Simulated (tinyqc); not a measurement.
Inside a calculation. Method: extended Hueckel theory, for CO. Computed by tinyqc, a small Python program that keeps every step (integrals from PySCF). Settings: charge = 0, K = 1.5, multiplicity = 1. Command: `OMP_NUM_THREADS=1 python tinyqc.py 21246 21247 out.jsonl` (the two numbers bound the seeds that draw the settings). One thread of a shared host (Intel(R) Xeon(R) Processor @ 2.60GHz), about 0.01 s of CPU time with the checks.

## Overlaps

Geometry (angstrom):
```
atom         x         y         z
C     0.000000  0.000000  0.000000
O     0.000000  0.000000  0.987000
```

Parameters chosen for this run:
```
element  shell  Slater exponent   H_ii (eV)
O           2s         2.275000  -32.300000
O           2p         2.275000  -14.800000
C           2s         1.625000  -21.400000
C           2p         1.625000  -11.400000
```

Slater orbitals, each expanded in six Gaussians scaled to its exponent.

overlap S, order 1C 2s, 1C 2px, 1C 2py, 1C 2pz, 2O 2s, 2O 2px, 2O 2py, 2O 2pz:
```
[[1.000000, 0.000000, 0.000000, 0.000000, 0.507238, 0.000000, 0.000000, -0.359461],
 [0.000000, 1.000000, 0.000000, 0.000000, 0.000000, 0.333273, 0.000000, 0.000000],
 [0.000000, 0.000000, 1.000000, 0.000000, 0.000000, 0.000000, 0.333273, 0.000000],
 [0.000000, 0.000000, 0.000000, 1.000000, 0.556690, 0.000000, 0.000000, -0.252858],
 [0.507238, 0.000000, 0.000000, 0.556690, 1.000000, 0.000000, 0.000000, 0.000000],
 [0.000000, 0.333273, 0.000000, 0.000000, 0.000000, 1.000000, 0.000000, 0.000000],
 [0.000000, 0.000000, 0.333273, 0.000000, 0.000000, 0.000000, 1.000000, 0.000000],
 [-0.359461, 0.000000, 0.000000, -0.252858, 0.000000, 0.000000, 0.000000, 1.000000]]
```

## Wolfsberg-Helmholz matrix

diagonal H_ii (eV): [-21.400000, -11.400000, -11.400000, -11.400000, -32.300000, -14.800000, -14.800000, -14.800000]

K = 1.500000

H_ij = K' S_ij (H_ii + H_jj)/2 for i != j (the diagonal keeps H_ii), with K' = 1.5.

H (eV), order 1C 2s, 1C 2px, 1C 2py, 1C 2pz, 2O 2s, 2O 2px, 2O 2py, 2O 2pz:
```
[[-21.400000, 0.000000, 0.000000, 0.000000, -20.429000, 0.000000, 0.000000, 9.759372],
 [0.000000, -11.400000, 0.000000, 0.000000, 0.000000, -6.548812, 0.000000, 0.000000],
 [0.000000, 0.000000, -11.400000, 0.000000, 0.000000, 0.000000, -6.548812, 0.000000],
 [0.000000, 0.000000, 0.000000, -11.400000, -18.245524, 0.000000, 0.000000, 4.968656],
 [-20.429000, 0.000000, 0.000000, -18.245524, -32.300000, 0.000000, 0.000000, 0.000000],
 [0.000000, -6.548812, 0.000000, 0.000000, 0.000000, -14.800000, 0.000000, 0.000000],
 [0.000000, 0.000000, -6.548812, 0.000000, 0.000000, 0.000000, -14.800000, 0.000000],
 [9.759372, 0.000000, 0.000000, 4.968656, 0.000000, 0.000000, 0.000000, -14.800000]]
```

## Orbitals

valence electrons = 10

Solve H C = S C e through S^(-1/2); fill by pairs from the bottom, a degenerate level sharing its electrons equally; each orbital has its largest coefficient positive (the first on a tie).

orbital energies (eV): [-33.355776, -18.449525, -15.328145, -15.328145, -13.187308, -9.235024, -9.235024, 53.101002]

occupations: [2.000000, 2.000000, 2.000000, 2.000000, 2.000000, 0.000000, 0.000000, 0.000000]

coefficients, order 1C 2s, 1C 2px, 1C 2py, 1C 2pz, 2O 2s, 2O 2px, 2O 2py, 2O 2pz:
```
[[0.255534, 0.653706, 0.000000, 0.000000, 0.415874, 0.000000, 0.000000, -1.375523],
 [0.000000, 0.000000, -0.010190, 0.312098, 0.000000, 0.821039, 0.594420, 0.000000],
 [0.000000, 0.000000, 0.312098, 0.010190, 0.000000, -0.594420, 0.821039, 0.000000],
 [-0.007929, -0.344082, 0.000000, 0.000000, -0.556175, 0.000000, 0.000000, -1.441575],
 [0.851893, -0.324392, 0.000000, 0.000000, 0.018345, 0.000000, 0.000000, 1.569847],
 [0.000000, 0.000000, -0.027791, 0.851155, 0.000000, -0.512104, -0.370756, 0.000000],
 [0.000000, 0.000000, 0.851155, 0.027791, 0.000000, 0.370756, -0.512104, 0.000000],
 [0.029239, -0.531578, 0.000000, 0.000000, 0.730717, 0.000000, 0.000000, -0.974928]]
```

sum of one-electron energies = -191.297798 eV

Within a degenerate level the vectors are fixed only up to a rotation; this is one choice.

## Mulliken analysis

P = C n C^T; charge = valence electrons (O 6, C 4) minus the sum of (P S)_ii on the atom; overlap population = 2 sum P_ij S_ij between two atoms.

charges: [0.810757, -0.810757]

Overlap populations:
```
pair     value
2-1   1.224949
```
